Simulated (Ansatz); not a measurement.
# Titanium, hcp: convergence with the plane-wave cutoff

Computed with Ansatz, r²SCAN, scalar-relativistic PAW, on the relaxed cell (a = 2.936 Å, c = 4.642 Å (c/a = 1.581); spin not included). Errors count from a run at 500 eV on a Γ-centred 20×20×11 mesh with Fermi-Dirac smearing of 0.1 eV, extrapolated to zero width. Fixed here: mesh 12×12×7, Fermi-Dirac width 0.1 eV. The pressure holds a Pulay correction and is unreliable far below the recommended cutoff. The SCF starts from atomic densities corrected by a trained network.

```json
{"cutoff (eV)": "150", "E(σ→0) error (meV/atom)": "23687.3", "P (GPa)": "-24.36", "SCF iterations": "7"}
{"cutoff (eV)": "200", "E(σ→0) error (meV/atom)": "5127.7", "P (GPa)": "10.38", "SCF iterations": "7"}
{"cutoff (eV)": "250", "E(σ→0) error (meV/atom)": "911.8", "P (GPa)": "-2.62", "SCF iterations": "6"}
{"cutoff (eV)": "300", "E(σ→0) error (meV/atom)": "115.6", "P (GPa)": "-0.58", "SCF iterations": "6"}
{"cutoff (eV)": "350", "E(σ→0) error (meV/atom)": "9.5", "P (GPa)": "-0.04", "SCF iterations": "6"}
{"cutoff (eV)": "420", "E(σ→0) error (meV/atom)": "2.3", "P (GPa)": "-0.03", "SCF iterations": "6"}
{"cutoff (eV)": "500", "E(σ→0) error (meV/atom)": "0.0", "P (GPa)": "0.00", "SCF iterations": "6"}
{"cutoff (eV)": "800", "E(σ→0) error (meV/atom)": "-3.4", "P (GPa)": "0.00", "SCF iterations": "6"}
```

**Question.** What does the run at 600 give (cutoff)?

**Answer.** E(σ→0) error (meV/atom): -2.0; P (GPa): 0.02; SCF iterations: 6.

Within 5 meV/atom of the last row: from 500 eV on.
